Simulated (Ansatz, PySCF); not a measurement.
System: methyl ethyl ether, C3H8O, charge 0, multiplicity 1. 
Structure (B3LYP-D3(BJ)/def2-TZVP (Ansatz, an electronic-structure program) minimum search):
```xyz
12

O      0.0190    -0.7104     0.0050
C     -0.0077     0.7049    -0.0051
C      1.3270    -1.2336    -0.0063
C     -1.4489     1.1652     0.0082
H      0.5319     1.0935     0.8711
H      0.5114     1.0804    -0.8992
H      1.2451    -2.3195     0.0026
H      1.8764    -0.9239    -0.9054
H      1.8970    -0.9108     0.8751
H     -1.9791     0.7881    -0.8672
H     -1.9585     0.8011     0.9012
H     -1.4989     2.2556     0.0008
```
Charge 0, spin multiplicity 1.


Wanted: enthalpy of formation at 298 K (from the atomisation energy, B3LYP-D3(BJ)/def2-TZVP harmonic zero-point and thermal terms from PySCF, and the atoms' enthalpies of formation in the G2/97 table; no spin-orbit terms, and no core term in the frozen-core levels), in kcal/mol. Valence correlation only, unless marked. Open shells are spin-unrestricted. Spin-orbit coupling is left out. No relativistic terms. The coupled-cluster limit lacks core correlation, which all-electron functionals hold. Basis-set limits of correlation are two-point, X^-3; Hartree-Fock from the larger set. [CCSD(T)-MP2]/basis is that difference in the basis named.

```csv
level,program,enthalpy of formation at 298 K (kcal/mol),minus last row
HF-D3(BJ)/def2-TZVPD,PySCF + dftd3,198.2,250.5
BLYP/def2-TZVPD,Ansatz,-39.1,13.2
BHLYP-D3(BJ)/def2-TZVPD,Ansatz + dftd3,-23.7,28.6
BHLYP-D4/def2-TZVPD,Ansatz + dftd4,-22.6,29.7
CAM-B3LYP/def2-TZVPD,Ansatz,-53.7,-1.4
B2PLYP/def2-TZVPD,Ansatz,-37.6,14.7
MP2/aug-cc-pVDZ,Ansatz,4.0,56.3
CCSD/STO-3G,Ansatz,-70.2,-17.9
CCSD(T)/6-31G*,Ansatz,42.9,95.2
"RI-MP2/CBS(cc-pVTZ,cc-pVQZ)+[CCSD(T)-MP2]/cc-pVTZ",Ansatz,-52.3,0.0
```
